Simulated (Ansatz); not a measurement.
# AlNH3 (SMILES [NH2][AlH]) at 6 levels

We compute a comparison of 6 runs (U-r2SCAN0/STO-3G, U-revPBE/STO-3G, U-wB97X/STO-3G, UPBE/STO-3G, UCCSDT(Q)/STO-3G, UCCSD/STO-3G) of AlNH3. 

The results are computed with Ansatz 0.2.0.

52 further runs of the same task are left out: 52 set aside as unsound or not needed.

**1. The system as given**

AlNH3 has 5 atoms, charge 0, and is taken as a doublet. SMILES: `[NH2][AlH]`. The H4–N1 distance was set to 1.261 Å, away from the relaxed value.

Bond lengths: N1–Al2 1.774 Å, N1–H3 1.007 Å, Al2–H5 1.604 Å. Angles: N1–Al2–H5 115.7°, Al2–N1–H3 125.4°. A long bond or contact: N1–H4 1.261 Å.

**2. The energy at U-r2SCAN0/STO-3G (run 1)**

File molecule.yaml:

```yaml
crystal:
  periodic: [false, false, false]
  atoms:
    - {symbol: N, position_ang: [0.106816, -0.630301, 0.288220]}
    - {symbol: Al, position_ang: [1.060016, 0.864399, 0.233920]}
    - {symbol: H, position_ang: [0.371916, -1.474801, 0.768620]}
    - {symbol: H, position_ang: [-1.010300, -0.782800, -0.277400]}
    - {symbol: H, position_ang: [0.415216, 2.071899, -0.602280]}
basis:
  gaussian:
    orbitals: STO-3G
magnetization:
  spin_polarized: true
  initial_magnetization: 1
hamiltonian:
  xc: {name: r2SCAN0}
accuracy: high
```

Launch:

```sh
$ ansatz run molecule.yaml --threads 1 --pin off --max-ram 2610MiB --events-out events.jsonl --progress --plain --runs-dir runs
```

Standard output:

```text
Warning: RAYON_NUM_THREADS=1 ignored (pool sized by the plan → 1); use --threads N
Functional definition: r2SCAN0
  name "r2SCAN0"
  parameter a = 0.25
  parameter k0 = 0.174
  parameter k1 = 0.065
  parameter a1 = 4.9479
  exchange = (1 - a)*r2scan_x(k0 = k0, k1 = k1, a1 = a1) + a*exact_x
  correlation = r2scan_c
288 factors; integrals over basis functions are off by at most 1.4e-8 eV
mean field evaluation 1: about -8029.8401 eV, gradient 1.7e1 eV
mean field evaluation 2: about -8027.8160 eV, gradient 2.7e1 eV
mean field evaluation 4: about -8032.0571 eV, gradient 4.6e-1 eV
mean field evaluation 8: about -8032.0272 eV, gradient 1.6e-2 eV
mean field evaluation 16: about -8032.0272 eV, gradient 1.0e-5 eV
mean field -8032.02723924 eV, -295.1715567384 hartree, gradient 3.1e-8 eV, S^2 0.755231; 0 other end points of the search recorded, 0 dependent functions left out
reference -8032.02723995 eV, -295.1715567647 hartree; 12, 11 occupied and 5, 6 virtual orbitals, 288 factors
Total energy: -8032.02723995 eV, -295.1715567647 hartree
```

It took 3.9 s on 1 thread of Intel Xeon Platinum 8259CL at 2.50GHz (Skylake/Cascade Lake), shared host; peak memory 0.23 GiB.

**3. The energy at U-revPBE/STO-3G (run 2)**

File in.yaml:

```yaml
crystal:
  periodic: [false, false, false]
  atoms:
    - {symbol: N, position_ang: [0.106816, -0.630301, 0.288220]}
    - {symbol: Al, position_ang: [1.060016, 0.864399, 0.233920]}
    - {symbol: H, position_ang: [0.371916, -1.474801, 0.768620]}
    - {symbol: H, position_ang: [-1.010300, -0.782800, -0.277400]}
    - {symbol: H, position_ang: [0.415216, 2.071899, -0.602280]}
basis:
  gaussian: {orbitals: STO-3G}
magnetization: {spin_polarized: true, initial_magnetization: 1}
hamiltonian: {xc: {name: revPBE}}
accuracy: high
```

Launch:

```sh
$ ansatz run in.yaml --threads 1 --pin off --max-ram 2610MiB --events-out events.jsonl --progress --plain --runs-dir runs
```

Standard output:

```text
Warning: RAYON_NUM_THREADS=1 ignored (pool sized by the plan → 1); use --threads N
Functional definition: revPBE
  name "revPBE"
  parameter kappa = 1.245
  parameter beta = 0.06672455060314922
  exchange = pbe_x(kappa = kappa, mu = beta*pi^2/3)
  correlation = pbe_c(beta = beta)
288 factors; integrals over basis functions are off by at most 1.4e-8 eV
mean field evaluation 1: about -8028.8909 eV, gradient 2.0e1 eV
mean field evaluation 2: about -7998.0029 eV, gradient 6.3e1 eV
mean field evaluation 4: about -8031.7791 eV, gradient 2.0e0 eV
mean field evaluation 8: about -8031.7645 eV, gradient 2.6e-2 eV
mean field evaluation 16: about -8031.7646 eV, gradient 2.2e-6 eV
mean field -8031.76455554 eV, -295.1619032905 hartree, gradient 2.2e-8 eV, S^2 0.753440; 0 other end points of the search recorded, 0 dependent functions left out
reference -8031.76455803 eV, -295.1619033821 hartree; 12, 11 occupied and 5, 6 virtual orbitals, 288 factors
Total energy: -8031.76455803 eV, -295.1619033821 hartree
```

It took 1.8 s on 1 thread of Intel Xeon Platinum 8259CL at 2.50GHz (Skylake/Cascade Lake), shared host; peak memory 0.14 GiB.

Runs 3 to 5 aren't shown in full; the table further down has their settings and results.

**4. The energy at UCCSD/STO-3G (run 6)**

File input.yaml:

```yaml
crystal:
  periodic: [false, false, false]
  atoms:
    - {symbol: "N", position_ang: [0.106816, -0.630301, 0.288220]}
    - {symbol: Al, position_ang: [1.060016, 0.864399, 0.233920]}
    - {symbol: H, position_ang: [0.371916, -1.474801, 0.768620]}
    - {symbol: H, position_ang: [-1.010300, -0.782800, -0.277400]}
    - {symbol: H, position_ang: [0.415216, 2.071899, -0.602280]}
basis:
  gaussian: {orbitals: STO-3G}
magnetization: {spin_polarized: true, initial_magnetization: 1}
correlation: {method: ccsd, frozen_orbitals: {Al: 5, H: 0, "N": 1}}
accuracy: high
scf: {omitted_lower_state_checks: [cluster_reference, increment]}
```

Launch:

```sh
$ ansatz run input.yaml --threads 1 --pin off --max-ram 2610MiB --events-out events.jsonl --progress --plain --runs-dir runs
```

Standard output, cut to the lines that bear on the results:

```text
Warning: RAYON_NUM_THREADS=1 ignored (pool sized by the plan → 1); use --threads N
Functional definition: HF
  name "HF"
[...]
288 factors; integrals over basis functions are off by at most 1.4e-8 eV
[...]
mean field -8011.09699430 eV, -294.4023844241 hartree, gradient 2.0e-8 eV, S^2 0.758414; 0 other end points of the search recorded, 0 dependent functions left out
6 core orbitals not correlated: weight in the atoms' cores, before any rotation towards them, 1.000 or more for the frozen orbitals, at most 0.000 for the correlated occupied ones
reference -8011.09699430 eV, -294.4023844241 hartree; 6, 5 occupied and 5, 6 virtual orbitals, 288 factors
second order -2.03702022 eV of doubles, -0.00000000 eV of singles
cycle   1  -2.45939593 eV  change   -4.2e-1 eV  update   7.5e-2
[...]
cycle  23  -2.78112362 eV  change   4.4e-10 eV  update  8.9e-10
Total energy: -8013.87811792 eV, -294.5045888319 hartree
Checks for a lower state left out: cluster_reference, increment
```

It took 0.24 s on 1 thread of Intel Xeon Platinum 8259CL at 2.50GHz (Skylake/Cascade Lake), shared host.

**5. The series**

```csv
run,level,frozen core orbitals,energy (Eh),⟨S²⟩,wall time
1,U-r2SCAN0/STO-3G,–,-295.171557,0.755,3.9 s
2,U-revPBE/STO-3G,–,-295.161903,0.753,1.8 s
3,U-wB97X/STO-3G,–,-295.202746,0.752,8.4 s
4,UPBE/STO-3G,–,-295.008008,0.753,1.9 s
5,UCCSDT(Q)/STO-3G,6,-294.507343,0.758,0.95 s
6,UCCSD/STO-3G,6,-294.504589,0.758,0.24 s
```

**6. What came out**

| quantity | value |
| --- | --- |
| run 6: total energy | -294.50459 Eh |
| run 6: correlation energy (6 core orbitals frozen) | -102.2 mEh |
| run 6: ⟨S²⟩ of the reference determinant | 0.758 |
| run 6: T1 diagnostic | 0.021 |

**Reading.** Totals of different functionals can't be ranked against each other. In runs 1, 2, 3, 4, 5, 6 the basis is minimal, so the values are rough. All runs together took 17 s, the longest 8.4 s.
